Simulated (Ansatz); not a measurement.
# CH₄F radical: geometry and frequencies at several levels

One table from this session's results is given with a row withheld; the runs are named, their logs left out.

Method: the levels named in each step, in Ansatz 0.2.0.

## The system as given

Bond lengths: F1–H3 0.932 Å, C2–H4 1.068 Å, C2–H5 1.068 Å, C2–H6 1.068 Å. Angles: H4–C2–H5 120.1°, H4–C2–H6 120.1°, H5–C2–H6 119.8°.

Structure file:

```xyz
6

F    -0.9959    1.1077   -0.3792
C     1.3153   -1.5133    0.4601
H    -0.8466    1.7249    0.3035
H     0.5990   -1.0039   -0.1459
H     2.3512   -1.4847    0.2031
H     0.9937   -2.0824    1.3043
```

Set-up of the first run:

The input, input.yaml:

```yaml
crystal:
  periodic: [false, false, false]
  atoms:
    - { symbol: F, position_ang: [-0.59247811, 1.28676492, 0.17195255] }
    - { symbol: C, position_ang: [0.9984205, -1.21700573, 0.33495351] }
    - { symbol: H, position_ang: [-0.09441739, 0.50294328, 0.22301365] }
    - { symbol: H, position_ang: [0.51649511, -1.660569, -0.52478755] }
    - { symbol: H, position_ang: [1.94299282, -0.7060686, 0.21296298] }
    - { symbol: H, position_ang: [0.64582706, -1.45771487, 1.32787488] }
magnetization:
  spin_polarized: true
  initial_magnetization: 1
basis:
  gaussian: { orbitals: def2-TZVPP }
hamiltonian:
  xc: pbe0
  dispersion: d4
phonons: {}
```

Command:

```
ansatz run input.yaml --threads 2 --pin off --max-ram 5120MiB --backend cpu --events-out ev --progress --plain --runs-dir out
```

Steps of the session up to this table: Frequencies, PBE0-D4/def2-TZVPP; Relaxation, PBE-D4/def2-TZVPP; Frequencies, PBE-D4/def2-TZVPP; Relaxation, r2SCAN-D4/def2-TZVPP; Frequencies, r2SCAN-D4/def2-TZVPP; Relaxation, B3LYP-D4/def2-TZVPP; Frequencies, B3LYP-D4/def2-TZVPP; Relaxation, B2PLYP/def2-TZVPP.

One table of the session follows, with a row left open; its other results are not shown here.

```
               level  F1–H3 (Å)  C2–H4 (Å)  dipole (D)  highest frequency (cm⁻¹)
  PBE0-D4/def2-TZVPP     0.9301     1.0808        2.65                      3850
   PBE-D4/def2-TZVPP          ?          ?           ?                         ?
r2SCAN-D4/def2-TZVPP     0.9352     1.0803        2.64                      3724
 B3LYP-D4/def2-TZVPP     0.9340     1.0795        2.66                      3789
   B2PLYP/def2-TZVPP     0.9287     1.0772        2.59                         -
```

**Question.** Estimate the row for PBE-D4/def2-TZVPP.

The run gave: F1–H3 (Å): 0.9486; C2–H4 (Å): 1.0879; dipole (D): 2.70; highest frequency (cm⁻¹): 3538. In the column «F1–H3 (Å)» it is the highest.
